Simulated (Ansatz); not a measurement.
System: CHF$_{2}$, charge 0, doublet. CHF2 (SMILES F[CH]F, doublet).
B3LYP-D3(BJ)/def2-TZVP minimum from Ansatz (an electronic-structure program):
```xyz
4

C      0.0374     0.0032     0.5083
F     -0.0384     1.0965    -0.2444
F     -0.0849    -1.0976    -0.2269
H      0.8851    -0.0093     1.1920
```
Charge 0, spin multiplicity 2.

Property: atomisation energy (electronic, to ground-state atoms), in kcal/mol. Open shells are spin-unrestricted; no spin-orbit coupling. CBS(X,Y): correlation extrapolated as X^-3, Hartree-Fock from the larger set (Q,5: extrapolated as (X+1)exp(-9√X)). A bracket is a step between two methods taken in the basis named. The functionals are non-relativistic, so their misses hold any scalar relativity. Double hybrids freeze cores in their MP2 part. 'core' is core correlation in cc-pwCVTZ, 'X2C' scalar relativity in cc-pVTZ-DK, both at CCSD(T). For partners of very few electrons the exact lower level stands in for a higher one.

CCSD(T)/CBS(cc-pVQZ,cc-pV5Z) + [CCSDT(Q) - CCSD(T)]/cc-pVDZ + core + X2C (Ansatz) gives 329.3 kcal/mol.

**Question.** What does PBE/def2-TZVPD (Ansatz) give here, and how do the other levels compare?

**Answer.** PBE gives 347.7 kcal/mol, 18.4 kcal/mol above it. Differences of the others: r2SCAN/def2-TZVPD (Ansatz) 5.8; B3LYP/def2-TZVPD (Ansatz) -0.7; PBE0/def2-TZVPD (Ansatz) 3.1; wB97M-V/def2-TZVPD (Ansatz) 0.1; B2PLYP/def2-TZVPD (Ansatz) -2.6; CCSD(T)/CBS(cc-pVQZ,cc-pV5Z) + core + X2C (Ansatz) -0.6 kcal/mol. Nearer than PBE: r2SCAN/def2-TZVPD, B3LYP/def2-TZVPD, PBE0/def2-TZVPD, wB97M-V/def2-TZVPD, B2PLYP/def2-TZVPD, CCSD(T)/CBS(cc-pVQZ,cc-pV5Z) + core + X2C.
